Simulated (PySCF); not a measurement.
Bonds broken one at a time in the series HS-X. All species are isolated molecules in the gas phase. One relaxed conformer stands for each flexible species; it need not be the lowest. Strings in code marks are SMILES.

The dipole moment from two functionals at the same geometries (B3LYP-D3(BJ)/def2-TZVP), both in PySCF: PBE-D3(BJ)/def2-TZVP and B3LYP-D3(BJ)/def2-TZVP. B3LYP has the VWN-RPA correlation part, as in Gaussian. 

| species | PBE-D3(BJ)/def2-TZVP (D) | B3LYP-D3(BJ)/def2-TZVP (D) |
|---|---|---|
| whole molecule (`CS`) | 1.57 | 1.56 |
| radical fragment (`[CH3]`) | 0.00 | 0.00 |
| radical fragment (`[CH2]C`) | 0.35 | 0.31 |
| radical fragment (`[OH]`) | 1.73 | 1.77 |
| radical fragment (`C[C]=O`) | 2.42 | 2.55 |
| whole molecule (`[SiH3]S`) | 1.01 | 1.05 |

Over these rows, drawn at random from the members with no instability flagged (it was tested for open shells, ions and some series alone), PBE minus B3LYP-D3(BJ): mean -0.03 D, from -0.13 D to +0.04 D.
